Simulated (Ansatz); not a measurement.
# AlP₂H (triplet): wave-function methods side by side, cc-pVDZ

One table from this session's results is given with a row withheld; the runs are named, their logs left out.

Program: Ansatz 0.2.0, Gaussian basis. Level of theory: cc-pVDZ, core rule «outside noble gas», up to 15 orbitals frozen. These are calculated values, not measurements.

Plan: UHF; CCSD(T) on ROHF; CCSD(T) on UHF; BCCD(T) on ROHF; CISD; CCSDT(Q) on ROHF; CCSDT(Q) on UHF.

30 further runs of the same task are left out: 4 for a known fault of the program, 9 that didn't finish, 17 set aside as unsound or not needed.

### What is computed

The geometry is a PBE0/def2-TZVP stationary point (not a proven minimum).

4 atoms, charge 0, spin multiplicity 3.

Atoms are counted from 1 here; the program's logs count them from 0.

Bond lengths: Al1–P2 2.381 Å, P2–P3 2.081 Å, P2–H4 1.418 Å. Angles: Al1–P2–P3 143.2°, Al1–P2–H4 108.7°, P3–P2–H4 108.1°.

Coordinates:

```xyz
4
charge 0, multiplicity 3
Al    0.00000   -0.26263    2.26800
P     0.00000    0.43566   -0.00792
P     0.00000   -0.26717   -1.96621
H     0.00000    1.85280   -0.04769
```

The first run:

Input file in.yaml:

```yaml
crystal:
  periodic: [false, false, false]
  atoms:
    - {symbol: Al, position_ang: [0.000000, -0.262630, 2.268004]}
    - {symbol: P, position_ang: [0.000000, 0.435657, -0.007922]}
    - {symbol: P, position_ang: [0.000000, -0.267170, -1.966206]}
    - {symbol: H, position_ang: [0.000000, 1.852797, -0.047687]}
basis:
  gaussian: {orbitals: cc-pVDZ}
magnetization: {spin_polarized: true, initial_magnetization: 2}
hamiltonian: {xc: hf}
output: {orbitals: {seedname: orbitals}}
```

On the command line:

```sh
> ansatz run in.yaml --threads 1 --pin off --events-out ev --progress --plain --max-ram 2393MiB
```

Among the steps run: UHF; CCSD(T) on ROHF; CCSD(T) on UHF; BCCD(T) on ROHF; CISD; CCSDT(Q) on ROHF; CCSDT(Q) on UHF.

One of the session's tables, all rows but one given; the rest of the session is left out.

| method | from UCCSDT(Q) (kcal/mol) |
| --- | --- |
| ROHF | +194.12 |
| UHF | +189.35 |
| RMP2 | +36.89 |
| UMP2 | +38.11 |
| CISD | +32.37 |
| RCCSD | +9.18 |
| UCCSD | +9.05 |
| RCCSD(T) | +1.82 |
| UCCSD(T) | ? |
| BCCD(T) | +1.70 |
| RCCSDT | +0.68 |
| UCCSDT | +0.66 |
| RCCSDT(Q) | +0.05 |
| UCCSDT(Q) | 0 |

Q: Estimate the row for UCCSD(T) from the others.

As computed: from UCCSDT(Q) (kcal/mol): +1.83. In the column «from UCCSDT(Q) (kcal/mol)» it lies between RCCSD(T) (+1.82) and UCCSD (+9.05).

With the free atoms at the same levels and basis (separate runs), the atomisation energy is 6.427 eV at UCCSDT(Q), 6.378 eV at RCCSD(T), 6.377 eV at UCCSD(T), 3.910 eV at ROHF.

To keep in mind: Restricted and unrestricted rows rest on different reference determinants; where their highest levels disagree by more than a few hundredths of an eV, they describe different states and don't form one ladder.
